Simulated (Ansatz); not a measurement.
Geometry optimisation, UKS PBE-D4/def2-SVP (Ansatz).

input.yaml

```yaml
crystal:
  periodic: [false, false, false]
  atoms:
    - { symbol: B, position_ang: [-0.072132, -0.033741, 0.076171] }
    - { symbol: H, position_ang: [0.225031, -1.205954, 2.134523] }
    - { symbol: H, position_ang: [0.990545, 0.531764, -0.052444] }
    - { symbol: H, position_ang: [-1.200568, 0.408565, -0.041425] }
    - { symbol: C, position_ang: [0.062497, -0.193949, 2.55605] }
    - { symbol: H, position_ang: [-0.773576, -0.227548, 3.282] }
    - { symbol: H, position_ang: [0.994779, 0.160777, 3.034286] }
    - { symbol: H, position_ang: [-0.226477, 0.559987, 1.772337] }
magnetization:
  spin_polarized: true
  initial_magnetization: 1
basis:
  gaussian: { orbitals: def2-SVP }
hamiltonian:
  xc: pbe
  dispersion: d4
relax:
  f_tol: 0.03
  max_steps: 50
```

Command:

```bash
$ ansatz run input.yaml --threads 1 --pin off --max-ram 2048MiB --backend cpu --events-out ev --progress --plain --runs-dir out
```

Task: Where does it end, and by what steps?

Result: The forces met the threshold. After 18 steps the energy has fallen by 0.571 eV; H2 moved furthest, 0.85 Å. Parted: H2–C5 (1.11 → 1.79 Å). Joined: B1–H2 (2.39 → 1.30 Å), B1–C5 (2.49 → 1.70 Å).

| step | energy less start (eV) | largest force component (eV/Å) | accepted |
| --- | --- | --- | --- |
| 0 | 0.0000 | 0.193 | yes |
| 1 | -0.0071 | 0.135 | yes |
| 2 | -0.0186 | 0.343 | yes |
| 3 | -0.0248 | 0.280 | yes |
| 4 | -0.0312 | 0.255 | yes |
| 5 | -0.0742 | 1.059 | yes |
| 6 | -0.1499 | 0.335 | yes |
| 7 | -0.1562 | 0.841 | yes |
| 8 | 0.0007 | 0.810 | no |
| 9 | -0.2102 | 0.295 | yes |
| 10 | -0.2392 | 0.454 | yes |
| 11 | -0.3760 | 0.780 | yes |
| 12 | -0.4854 | 0.701 | yes |
| 13 | -0.4731 | 1.635 | no |
| 14 | -0.5505 | 0.257 | yes |
| 15 | -0.5635 | 0.254 | yes |
| 16 | -0.5644 | 0.465 | yes |
| 17 | -0.5660 | 0.314 | yes |
| 18 | -0.5714 | 0.022 | yes |

```xyz
8
Properties=species:S:1:pos:R:3
B -0.025 -0.104 0.712
H 0.188 -1.247 1.284
H 0.957 0.269 0.097
H -1.128 -0.046 0.202
C 0.010 0.155 2.387
H -0.836 -0.266 2.956
H 0.975 -0.016 2.896
H -0.141 1.255 2.227
```

Run time: 17 s on 1 thread of Intel(R) Xeon(R) 6975P-C (Granite Rapids), with other jobs on the host, peak memory 0.13 GiB.
